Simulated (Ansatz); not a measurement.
**SiO₂: computed properties**

Level of theory: DFT LDA, scalar-relativistic, plane waves, PAW in Ansatz.

Plane waves to 420 eV, a k mesh through Γ of 4×4×4 on the computed 18-atom cell and Gaussian smearing (0.02 eV); no spin polarisation.

The structure is relaxed at this level of theory with its symmetry kept. This form isn't the usual stable structure of the compound.

```yaml
crystal:
  lattice:
    - [-4.45561, 4.45561, 4.45561]
    - [4.45561, -4.45561, 4.45561]
    - [4.45561, 4.45561, -4.45561]
  atoms:
    - { symbol: Si, position: [0.50000, 0.25000, 0.75000] }
    - { symbol: Si, position: [0.50000, 0.75000, 0.25000] }
    - { symbol: Si, position: [0.25000, 0.75000, 0.50000] }
    - { symbol: Si, position: [0.75000, 0.25000, 0.50000] }
    - { symbol: Si, position: [0.25000, 0.50000, 0.75000] }
    - { symbol: Si, position: [0.75000, 0.50000, 0.25000] }
    - { symbol: O, position: [0.35230, 0.00000, 0.64770] }
    - { symbol: O, position: [0.64770, 0.64770, 0.29540] }
    - { symbol: O, position: [0.35230, 0.64770, 0.00000] }
    - { symbol: O, position: [0.35230, 0.70460, 0.35230] }
    - { symbol: O, position: [0.64770, 0.29540, 0.64770] }
    - { symbol: O, position: [0.00000, 0.35230, 0.64770] }
    - { symbol: O, position: [0.70460, 0.35230, 0.35230] }
    - { symbol: O, position: [0.64770, 0.35230, 0.00000] }
    - { symbol: O, position: [0.00000, 0.64770, 0.35230] }
    - { symbol: O, position: [0.29540, 0.64770, 0.64770] }
    - { symbol: O, position: [0.35230, 0.35230, 0.70460] }
    - { symbol: O, position: [0.64770, 0.00000, 0.35230] }
```

| Item | Value |
| --- | --- |
| Space group | Im-3m (No. 229) |
| Volume per atom | 132.6 bohr³ |
| Formation energy from the elements' standard states (uncorrected) | -3.099 eV/atom |
| Kohn–Sham band gap | 5.51 eV, direct at Γ |
| Löwdin character of the top 1 eV of the valence band | O 2p 97 % |
| Electron masses at the edge by Cartesian direction of the standard setting (m_e; degenerate bands sorted by energy; no spin-orbit coupling) | x: 0.65; y: 0.65; z: 0.65 |
| Hole masses at the edge by Cartesian direction of the standard setting (m_e; degenerate bands sorted by energy; no spin-orbit coupling) | x: 2.7; y: 2.7; z: 2.7 |
| Bulk modulus | 110 GPa |
| Its pressure derivative | 2.5 |
| Electronic dielectric constant xx, yy, zz of the standard setting (independent particles) | 2.0, 2.0, 2.0 |

Cost: 12 runs of about 11 core-minutes in all, on Oxide Virtual Turin-like Processor (Zen 5) (shared hosts).